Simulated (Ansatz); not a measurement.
# NiO (Fm-3m)

Theory: DFT PBEsol, scalar-relativistic, plane waves, PAW (Ansatz 0.2.0).

Plane waves to 420 eV, a k mesh through Γ of 18×18×18 on the computed 2-atom cell and Gaussian smearing (0.10 eV); collinear spin from starting moments 1.14 0.2 μB.

The structure is relaxed at this level of theory with its symmetry kept.

It takes space group Fm-3m (No. 225, cubic). The conventional cell has a = 4.116 Å, b = 4.116 Å, c = 4.116 Å, α = 90.00°, β = 90.00°, γ = 90.00°. Ni (site symmetry m-3m) has 6 O at 2.06 Å as nearest neighbours. Around O (site symmetry m-3m) lie 6 Ni at 2.06 Å.

* Volume per atom: 8.72 Å³
* Formation energy from the elements' standard states (uncorrected): -0.511 eV/atom
* Kohn–Sham band gap: none (metal)
* Density of states at the Fermi level: 1.71 states/eV per cell
* Löwdin character within 0.5 eV of the Fermi level: Ni 3d 72 %, O 2p 24 %
* Bulk modulus: 179 GPa
* Its pressure derivative: 3.8
* Bader charges (e): Ni (1 in the cell) 1.08, O (1 in the cell) -1.08
* Total moment: 1.26 μB per cell
* Site moments (μB; atoms counted from 1 over the whole cell): Ni (atom 1) 1.04, O (atom 2) 0.19

Only this magnetic start was tried.